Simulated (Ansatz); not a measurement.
**CH5AlO: an energy map over bond length C1–H6 and angle H6–C1–H5**

Aim: map the energy of CH₅AlO, SMILES [CH3][AlH][OH] over two coordinates, and find its wells, ridges and stiffness.

The runs use Ansatz 0.2.0; RKS CAM-B3LYP-D4/def2-TZVP.

## (1) Where the work starts

SMILES `[CH3][AlH][OH]`, 8 atoms, charge 0, spin multiplicity 1.

Atoms are counted from 1 here; the program's logs count them from 0.

Bond lengths: C1–Al2 1.955 Å, C1–H4 1.112 Å, C1–H5 1.109 Å, C1–H6 1.111 Å, Al2–O3 1.726 Å, Al2–H7 1.604 Å, O3–H8 0.970 Å. Angles: Al2–C1–H4 110.3°, Al2–C1–H5 112.0°, Al2–C1–H6 111.9°, H4–C1–H5 107.8°, H4–C1–H6 106.4°, H5–C1–H6 108.3°, C1–Al2–O3 116.7°, C1–Al2–H7 124.6°, O3–Al2–H7 118.8°, Al2–O3–H8 122.6°.

Coordinates:

```tsv
atom	x (Å)	y (Å)	z (Å)
C1	-0.7857	0.9843	-0.0756
Al2	0.5836	-0.3981	-0.2602
O3	0.5417	-1.6872	0.8863
H4	-0.3159	1.9626	0.1649
H5	-1.5076	0.7478	0.7323
H6	-1.3540	1.1330	-1.0182
H7	1.7358	-0.3948	-1.3757
H8	1.1943	-2.4049	0.8906
```

This geometry comes from a loose relaxation at PBE in a small basis, which is not shown.

## (3) Setting up the map

First coordinate, bond length C1–H6: 13 values from 0.962 to 1.366 Å. Second coordinate, angle H6–C1–H5: 13 values from 63.1 to 153.1 °.

Nothing else is relaxed (all other coordinates rigid). Energies count from the relaxed molecule at the same level.

(The set-up runs are not shown.)

## (4) Point bond length C1–H6 = 1.231 Å, angle H6–C1–H5 = 130.6°

File input.yaml:

```yaml
crystal:
  periodic: [false, false, false]
  atoms:
    - { symbol: C, position_ang: [-0.774914, 0.979463, -0.071421] }
    - { symbol: Al, position_ang: [0.581673, -0.389913, -0.243995] }
    - { symbol: O, position_ang: [0.549728, -1.672001, 0.864937] }
    - { symbol: H, position_ang: [-0.324894, 1.951749, 0.145155] }
    - { symbol: H, position_ang: [-1.484842, 0.754448, 0.724772] }
    - { symbol: H, position_ang: [-0.956383, 1.190272, -1.270582] }
    - { symbol: H, position_ang: [1.710418, -0.381818, -1.348238] }
    - { symbol: H, position_ang: [1.170922, -2.399048, 0.874429] }
basis:
  gaussian: { orbitals: def2-TZVP }
hamiltonian:
  xc: { name: CAM-B3LYP }
  dispersion: d4
output:
  forces: true
```

The run is started by

```bash
$ ansatz run input.yaml --threads 1 --pin off --max-ram 2560MiB --backend cpu --events-out ev --progress --plain --runs-dir out
```

Further runs follow: the other points that were computed.

**Question.** What will these runs give? Wanted: lowest point; highest computed point; dipole moment; largest force on an atom.

The runs gave:

| quantity | value |
| --- | --- |
| lowest point | bond length C1–H6 = 1.096 Å, angle H6–C1–H5 = 108.1°, 0.00 eV |
| highest computed point | bond length C1–H6 = 1.366 Å, angle H6–C1–H5 = 153.1°, 2.02 eV above the lowest |
| dipole moment (D) | 0.26 at bond length C1–H6 = 0.962 Å, angle H6–C1–H5 = 63.1° to 0.93 at bond length C1–H6 = 0.962 Å, angle H6–C1–H5 = 153.1°; 0.67 at the lowest point |
| largest force on an atom (eV/Å) | 0.1 at bond length C1–H6 = 1.096 Å, angle H6–C1–H5 = 108.1° to 8.0 at bond length C1–H6 = 0.962 Å, angle H6–C1–H5 = 63.1°; 0.1 at the lowest point |
| time for the whole task | 11 min on 1 thread, shared host |

In words: The lowest computed point is at bond length C1–H6 = 1.096 Å, angle H6–C1–H5 = 108.1°, 0.00 eV from the relaxed molecule at the same level. The grid is coarse, so the lowest point of the scanned range may lie between grid points; coordinates that were held can hide deeper minima. The grid shows no other well, apart from its symmetry copies. The highest computed point, bond length C1–H6 = 1.366 Å, angle H6–C1–H5 = 153.1°, lies 2.02 eV above the lowest. Round the minimum the two coordinates are nearly uncoupled.
